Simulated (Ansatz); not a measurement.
Basis sets compared for the cluster P₂S₄⁺ (the lowest doublet isomer of a short search). Total charge 1; doublet. Geometry PBE0-D4/def2-SVP. Ansatz on 4 threads of Arm Neoverse V1 on a shared host; times are rough, and most runs start from earlier orbitals.

| atom | x (Å) | y (Å) | z (Å) |
| --- | --- | --- | --- |
| P1 | 0.7907 | -0.1830 | 1.3560 |
| P2 | -0.2807 | 1.2753 | -0.8901 |
| S3 | -0.8506 | 1.1565 | 1.1566 |
| S4 | -1.0365 | -0.9460 | -1.3770 |
| S5 | 1.6861 | 0.6332 | -0.3933 |
| S6 | -0.3091 | -1.9359 | 0.1479 |

The structure comes from a short search, and lower isomers may exist.

| level | functions | energy (Eh) | HOMO (eV) | LUMO (eV) | wall time |
| --- | --- | --- | --- | --- | --- |
| PBE-D4/def2-SVP | 108 | -2273.5725 | -11.51 | -10.51 | 1.9 s |
| PBE0-D4/def2-SVP | 108 | -2273.7306 | -12.88 | -9.73 | 3 s |

Task: Estimate the rows for PBE-D4/def2-TZVP (with forces), PBE0-D4/def2-TZVP.

Result: 
| level | functions | energy (Eh) | HOMO (eV) | LUMO (eV) | wall time |
| --- | --- | --- | --- | --- | --- |
| PBE-D4/def2-TZVP (with forces) | 222 | -2274.3922 | -11.31 | -10.29 | 6 s |
| PBE0-D4/def2-TZVP | 222 | -2274.5481 | -12.54 | -9.44 | 13 s |
